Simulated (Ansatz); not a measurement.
Results of the Gaussian-basis code of Ansatz.

`[CH2]1[AlH][AlH]1`. The species carries charge 0 and has multiplicity 1. The structure was optimised at the PBE0-D4/def2-TZVP level.

```xyz
7

C     0.743   -0.272   -0.018
Al   -0.572    0.663   -1.127
Al   -0.858   -0.267    1.109
H     1.607   -0.918   -0.176
H     1.101    0.697    0.430
H    -0.685    1.108   -2.653
H    -1.337   -1.011    2.434
```

Problem. What is the dipole moment at r2SCAN/def2-TZVPP? (Best estimate.)

Solution. The calculation gave: 0.41 D, with components (0.40, -0.01, 0.05) D in this frame, pointing from negative to positive charge.

Problem. And with PBE, B3LYP, ωB97M-V? (Estimate.)

Solution. The calculation gave: PBE 0.40 D, B3LYP 0.25 D, ωB97M-V 0.22 D.

Problem. Give the Mulliken charges with r2SCAN, ωB97M-V, B3LYP in def2-TZVPP. (Estimate.)

Solution. The calculation gave: 
```json
{"atom": "C1", "r2SCAN": "-0.46", "ωB97M-V": "-0.47", "B3LYP": "-0.38"}
{"atom": "Al2", "r2SCAN": "0.28", "ωB97M-V": "0.20", "B3LYP": "0.21"}
{"atom": "Al3", "r2SCAN": "0.28", "ωB97M-V": "0.20", "B3LYP": "0.21"}
{"atom": "H4", "r2SCAN": "0.06", "ωB97M-V": "0.11", "B3LYP": "0.09"}
{"atom": "H5", "r2SCAN": "0.12", "ωB97M-V": "0.13", "B3LYP": "0.10"}
{"atom": "H6", "r2SCAN": "-0.14", "ωB97M-V": "-0.09", "B3LYP": "-0.11"}
{"atom": "H7", "r2SCAN": "-0.14", "ωB97M-V": "-0.09", "B3LYP": "-0.11"}
```

B3LYP here is the variant with VWN-RPA as its local correlation; programs differ in this.
